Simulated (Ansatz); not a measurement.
Relaxation of CH3SSi (6 atoms, charge 0, multiplicity 2), to a largest force component of 0.015 eV/Å in at most 40 steps.

Method: Ansatz, UKS B3LYP/def2-SVP.

```xyz
6
Properties=species:S:1:pos:R:3:forces:R:3
C -0.815 -1.026 -0.573 -0.28 0.41 0.31
Si -0.165 0.583 -0.249 1.19 -1.21 0.75
S 1.411 0.416 1.215 -0.10 1.17 -0.38
H -1.626 -1.110 -1.300 -0.21 -0.15 -0.51
H -0.112 2.032 -0.444 -0.43 0.73 -0.20
H 1.309 -0.894 1.351 -0.17 -0.94 0.03
```

Where does it end, and by what steps?

It converged. After 15 steps the energy has fallen by 0.821 eV; C1 moved furthest, 0.54 Å.

| step | energy less start (eV) | largest force component (eV/Å) | accepted |
| --- | --- | --- | --- |
| 0 | 0.0000 | 1.205 | yes |
| 1 | -0.2685 | 1.447 | yes |
| 2 | -0.3732 | 2.178 | yes |
| 3 | -0.5269 | 1.115 | yes |
| 4 | -0.6707 | 0.820 | yes |
| 5 | -0.7534 | 0.803 | yes |
| 6 | -0.6900 | 1.597 | no |
| 7 | -0.7936 | 0.219 | yes |
| 8 | -0.8140 | 0.151 | yes |
| 9 | -0.8146 | 0.239 | yes |
| 10 | -0.8156 | 0.268 | yes |
| 11 | -0.8171 | 0.090 | yes |
| 12 | -0.8131 | 0.528 | no |
| 13 | -0.8203 | 0.096 | yes |
| 14 | -0.8207 | 0.021 | yes |
| 15 | -0.8207 | 0.006 | yes |

```xyz
6
Properties=species:S:1:pos:R:3
C -1.020 -0.594 -0.832
Si -0.078 0.609 -0.151
S 1.494 0.372 1.285
H -1.556 -1.461 -1.196
H -0.212 2.049 -0.462
H 1.373 -0.975 1.355
```

Run time: 120 s on 1 thread of Arm Neoverse N1, with other jobs on the host, peak memory 0.17 GiB.
